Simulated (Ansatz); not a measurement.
# AlPH (quartet): the correlation ladder at distance Al1–P2 = 2.918 Å, 6-31G

How much of the correlation energy of AlPH (quartet) does each wave-function method recover here?

Method: 6-31G, core rule «outside noble gas», up to 10 orbitals frozen; program: Ansatz 0.2.0, Gaussian basis.

Plan: UHF; CCSD(T) on ROHF; CCSD(T) on UHF; BCCD(T) on ROHF; CISD; CCSDT(Q) on ROHF; CCSDT(Q) on UHF; CCSDTQ on ROHF; CCSDTQ on UHF; CASSCF and MRCISD+Q, 5 electrons in 5 orbitals; CASSCF and NEVPT2, 5 electrons in 5 orbitals; CASSCF and MRCISD+Q, 9 electrons in 9 orbitals; CASSCF and NEVPT2, 9 electrons in 9 orbitals; Full CI.

### 1 The geometry

The geometry derives from a PBE0/def2-TZVP stationary point (not a proven minimum). One bond is set to the value named and the two fragments are kept rigid.

3 atoms, charge 0, spin multiplicity 4.

Atoms are counted from 1 here; the program's logs count them from 0.

Bond lengths: P2–H3 1.430 Å.

### 2 UHF

The input, in.yaml:

```yaml
crystal:
  periodic: [false, false, false]
  atoms:
    - {symbol: Al, position_ang: [0.000000, 0.047792, 1.585744]}
    - {symbol: P, position_ang: [0.000000, -0.084569, -1.329253]}
    - {symbol: H, position_ang: [0.000000, 1.319443, -1.601144]}
basis:
  gaussian: {orbitals: 6-31G}
magnetization: {spin_polarized: true, initial_magnetization: 3}
hamiltonian: {xc: hf}
output: {orbitals: {seedname: orbitals}}
```

Launch:

```bash
> ansatz run in.yaml --threads 1 --pin off --events-out ev --progress --plain --max-ram 4096MiB --backend cpu
```

Further steps of the session: CCSD(T) on ROHF; CCSD(T) on UHF; BCCD(T) on ROHF; CISD; CCSDT(Q) on ROHF; CCSDT(Q) on UHF; CCSDTQ on ROHF; CCSDTQ on UHF; CASSCF and MRCISD+Q, 5 electrons in 5 orbitals; CASSCF and NEVPT2, 5 electrons in 5 orbitals; CASSCF and MRCISD+Q, 9 electrons in 9 orbitals; CASSCF and NEVPT2, 9 electrons in 9 orbitals; Full CI.

Before running them: what should the planned runs give, taken together? Wanted: FCI from the RHF energy; RMP2 from FCI; UMP2 from FCI; RCCSD from FCI; RCCSD(T) from FCI; UCCSD(T) from FCI; RCCSDT(Q) from FCI; UCCSDT(Q) from FCI; NEVPT2 pair from FCI.

As calculated:

```
                         quantity                                                                                                                                               value
          FCI from the ROHF energy                                                                                                                                          -2.2472 eV
                    RMP2 from FCI                                                                                                                                          +755.6 meV
                    UMP2 from FCI                                                                                                                                          +721.8 meV
                   RCCSD from FCI                                                                                                                                           +39.9 meV
                RCCSD(T) from FCI                                                                                                                                           +12.5 meV
                UCCSD(T) from FCI                                                                                                                                           +12.7 meV
               RCCSDT(Q) from FCI                                                                                                                                            +0.5 meV
               UCCSDT(Q) from FCI                                                                                                                                            +0.2 meV
             NEVPT2 pair from FCI                                                                                                                                          +634.9 meV
           MRCISD+Q pair from FCI                                                                                                                                           -43.3 meV
          NEVPT2 valence from FCI                                                                                                                                          +264.9 meV
levels within 1 kcal/mol (43 meV)  RCCSD, UCCSD, RCCSD(T), UCCSD(T), BCCD(T), RCCSDT, UCCSDT, RCCSDT(Q), UCCSDT(Q), RCCSDTQ, UCCSDTQ, MRCISD+Q pair, MRCISD valence, MRCISD+Q valence
                    T1 diagnostic                                                                                                                                               0.038
   effectively unpaired electrons                                                                                                                                                3.06
```

RCCSD(T) lands +12.5 meV from the yardstick (0.6 % of the correlation energy). MRCISD+Q pair falls below full CI: the +Q correction isn't variational, and the cores differ from full CI's. One determinant dominates. Of the multireference levels listed MRCISD+Q valence comes nearest in total energy (+9.9 meV), which doesn't show that its space is the better one. These misses are within one basis, not against nature; the frozen cores of restricted and unrestricted runs differ, which can shift their rows.

Levels on UHF freeze UHF's core orbitals, full CI those of ROHF, so the U rows can settle a little off it for that reason alone.

With open shells the CI space here admits some triples and quadruples, so it is larger than plain CISD.
